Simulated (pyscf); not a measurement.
`[BH2][Cl]` + `[ClH]` → `[Cl][BH][Cl]` + `[H][H]` (four-centre exchange; singlet surface; B–H, Cl–H broken, B–Cl, H–H formed). Single points on ωB97X-D3(BJ)/def2-SVP structures (PySCF, gas phase). Rate constants from transition-state theory, ωB97M-D3(BJ)/def2-TZVP energies (ideal gas, 1 atm, RRHO with modes under 100 cm⁻¹ raised to 100, one conformer, R ln 2 for chiral ones without a mode under 150 cm⁻¹; no tunnelling), k in cm³ molecule⁻¹ s⁻¹.

```tsv
T (K)	1000/T	log10 k
298	3.354	-24.90
600	1.667	-18.65
900	1.111	?
1200	0.833	-15.26
```

### Question
Fit an Arrhenius line to the three values, give the activation energy, and predict k at 900 K.

### Answer
Least squares gives log10 k = -12.17 − 3.81 × 1000/T, so Ea = 3.81 × ln 10 × 1.987 = 17.4 kcal/mol, against an electronic barrier of 15.6. At 900 K the line gives -16.40; the computed value is -16.45 (ΔG‡ = 44.5 kcal/mol), close to the line. One saddle was located; it need not be the lowest between these sides.
